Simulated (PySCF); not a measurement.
Stepwise substitution at one centre (B Cl-NH2). All species are isolated molecules in the gas phase. Strings in code marks are SMILES.

These are PBE-D3(BJ)/def2-TZVP // CAM-B3LYP-D3(BJ)/def2-TZVP run with PySCF values and carry that method's errors. Excitations are Tamm–Dancoff values on a coarser integration grid. The basis has no diffuse functions, so Rydberg states are missing or too high.

```tsv
species	T1 excitation (TDA) (eV)	S1 oscillator strength
0 of 3 Cl replaced by NH2 (`ClB(Cl)Cl`)	[?]	0.000
1 of 3 Cl replaced by NH2 (`B(Cl)(Cl)N`)	5.88	0.000
2 of 3 Cl replaced by NH2 (`ClB(N)N`)	5.70	0.000
```

Complete the blanks.


- 0 of 3 Cl replaced by NH2 (`ClB(Cl)Cl`), T1 excitation (TDA) (eV): 4.93
